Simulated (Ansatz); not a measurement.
Input file:

```yaml
crystal:
  periodic: [false, false, false]
  atoms:
    - {symbol: Ge, position_ang: [-0.015433, -0.009008, 1.740740]}
    - {symbol: B, position_ang: [-0.016266, -0.025151, -0.245013]}
    - {symbol: O, position_ang: [0.031698, 0.034159, -1.495727]}
basis:
  gaussian: {orbitals: cc-pVDZ}
magnetization: {spin_polarized: false, initial_magnetization: 3}
correlation: {method: ccsd_t, frozen_orbitals: {Ge: 9}}
```

```sh
$ ansatz run in.yaml --threads 1 --pin off --events-out ev --progress --plain --max-ram 2393MiB
```

(1) One thing in this input was set wrong on purpose, beside settings that are merely unusual. What is the gravest fault, and what does the program do?

## Answers

(1) Wrong frozen-orbital counts. How the run ends: refused.
```
Error: "frozen_orbitals" has no count for B
```
